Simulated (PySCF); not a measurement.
Geometries of 5 isomers of C3H2FNS, from PBE0-D3(BJ)/def2-SVP geometry optimisation, gas phase (PySCF). One conformer each, no zero-point energy, no frequencies.

Problem. Which isomer lies lowest at this level?
A.
```xyz
8
angstrom
F     -1.660    0.376   -1.588
C     -0.875   -0.073   -0.630
C      0.293    0.632   -0.221
C      0.898   -0.069    0.786
S     -0.008   -1.485    1.116
N     -1.163   -1.187   -0.030
H      0.635    1.572   -0.650
H      1.811    0.180    1.328
```
B.
```xyz
8
angstrom
F     -1.640    1.514    0.273
C     -0.708    0.587    0.333
C     -0.966   -0.753    0.449
S      0.533   -1.588    0.495
C      1.355   -0.078    0.354
N      0.584    0.966    0.279
H     -1.929   -1.253    0.506
H      2.445   -0.035    0.333
```
C.
```xyz
8
angstrom
F      2.428    0.124   -0.063
C      1.139    0.367    0.012
C      0.121   -0.544    0.057
C     -1.112    0.160    0.128
N     -1.062    1.471    0.138
S      0.518    1.974    0.060
H      0.254   -1.625    0.039
H     -2.094   -0.320    0.173
```
D.
```xyz
8
angstrom
F     -2.223    1.005    0.665
C     -1.006    0.514    0.606
C     -0.640   -0.776    0.353
N      0.709   -0.982    0.350
C      1.358    0.109    0.597
S      0.378    1.521    0.861
H     -1.340   -1.589    0.161
H      2.447    0.186    0.646
```
E.
```xyz
8
angstrom
N      2.507   -0.846   -0.371
C      1.526   -0.238   -0.245
C      0.335    0.543   -0.098
S      0.375    2.162   -0.219
C     -0.938   -0.222    0.168
F     -0.725   -1.561    0.236
H     -1.369    0.139    1.117
H     -1.655    0.005   -0.640
```

Solution. B. That is `Fc1cscn1`, 3.7 kcal/mol below the next.

```csv
SMILES,atoms numbered as above,E (Eh),relative (kcal/mol),relative (kJ/mol),dipole (D)
Fc1cscn1,[F:1][c:2]1[cH:3][s:4][cH:5][n:6]1,-667.54121,0.0,0.0,2.43
Fc1ccsn1,[F:1][c:2]1[cH:3][cH:4][s:5][n:6]1,-667.53533,3.7,15.5,3.22
Fc1cncs1,[F:1][c:2]1[cH:3][n:4][cH:5][s:6]1,-667.52761,8.5,35.7,1.05
Fc1ccns1,[F:1][c:2]1[cH:3][cH:4][n:5][s:6]1,-667.52163,12.3,51.4,1.64
N#CC(=S)CF,[N:1]#[C:2][C:3](=[S:4])[CH2:5][F:6],-667.49029,32.0,133.7,3.46
```

As drawn, the lowest has an aromatic ring, which the highest lacks; the highest has a C≡N group and a C=S bond, which the lowest lacks.
